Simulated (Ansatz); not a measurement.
## CH5AlS, SMILES [AlH2][CH2]S: a ladder of basis sets

Program: Ansatz 0.2.0 through its Python package.

Input file `ch5als.xyz`:
```text
8

Al   -0.84620    0.62960   -0.67840
C     0.63430    0.19060    0.49060
S     0.92100   -1.59120    0.38850
H    -1.69770   -0.51150   -1.28440
H    -0.68540    1.88530   -1.71930
H     0.40800    0.49720    1.53690
H     1.56700    0.74390    0.15480
H    -0.20880   -1.90090    1.05540
```

The script, `basis_ch5als.py`:
```python
"""How the energy of CH5AlS converges with the basis."""

import warnings

import ansatz as az

warnings.simplefilter("ignore", az.DeckWarning)

molecule = az.Crystal.molecule_from_extxyz("ch5als.xyz")

job = molecule.calculation().functional("HF")

energies = {}
for basis in ["cc-pVDZ", "cc-pVTZ"]:
    data = job.basis(gaussian=basis).run().report
    size = data["n_frozen"] + data["n_occupied"][0] + data["n_virtual"][0]
    energies[basis] = (data["reference_energy_ev"] / 27.211386246, data["free_energy_ev"] / 27.211386246)
    print(f"{basis:14s} {size:4d} orbitals  reference {energies[basis][0]:14.6f} Ha  total {energies[basis][1]:14.6f} Ha")

last = energies["cc-pVTZ"][1]
for basis, (_, total) in energies.items():
    print(f"{basis:14s} lies {27.211386 * (total - last):9.4f} eV above cc-pVTZ")
```

```console
$ python basis_ch5als.py
cc-pVDZ          75 orbitals  reference    -680.188121 Ha  total    -680.188121 Ha
cc-pVTZ         168 orbitals  reference    -680.230339 Ha  total    -680.230339 Ha
cc-pVDZ        lies    1.1488 eV above cc-pVTZ
cc-pVTZ        lies    0.0000 eV above cc-pVTZ
```

Against cc-pVDZ: cc-pVTZ -42.2 mHa. The last step alone is -42.22 mHa. From the first set to the last the time grows from 0.6 to 1.3 s.

Notes:
- The drop along the ladder measures the basis error, and is no property of the molecule.
- The geometry is a force-field or estimated start, not a minimum of this method, and the last set is no limit. Much of the fall in a total is atomic energy, which cancels in bond and reaction energies.
- For Al to Cl the sets with a tight d function, cc-pV(X+d)Z, are usual.
- Hardware and time: 2.3 s on 1 thread of Arm Neoverse V2 (shared host), peak memory 0.3 GiB.
